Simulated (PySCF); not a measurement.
# BH₂⁺ + 2 Cl₂ → BCl₂⁺ + 2 HCl

Level: PBE0 in the def2-TZVP basis family, all electrons, no relativity, computed in PySCF with density fitting; open shells unrestricted.

```tsv
species	state and structure	E (Eh)	ZPE (kJ/mol)	H(298 K) − H(0) (kJ/mol)	S° (J/(mol K))
BH₂⁺	singlet, D∞h, B–H 1.179 Å (×2)	-25.58762	45.4	8.9	173.7
Cl₂	singlet, D∞h, Cl–Cl 1.982 Å	-920.08940	3.5	9.1	222.5
BCl₂⁺	singlet, D∞h, B–Cl 1.610 Å (×2)	-944.67929	16.2	11.2	243.1
HCl	singlet, C∞v, H–Cl 1.279 Å	-460.66440	17.9	8.7	186.6
```

Task: What is the electronic reaction energy?

Result: At PBE0/def2-TZVP, ΔE = -634.5 kJ/mol from the differences of the total energies times 2625.5, downhill. 

Task: Add zero-point, thermal and entropy terms for 298.15 K and 1 bar.

Result: ΔZPE = -0.4 and Δ[H(298) − H(0)] = 1.5 kJ/mol give ΔH° = -633.4 kJ/mol. ΔS° = -2.4 J/(mol K), so ΔG° = -633.4 − 298.15 × (-0.0024) = -633 kJ/mol.

The structures come from searches over a few start shapes, so lower isomers are not excluded.
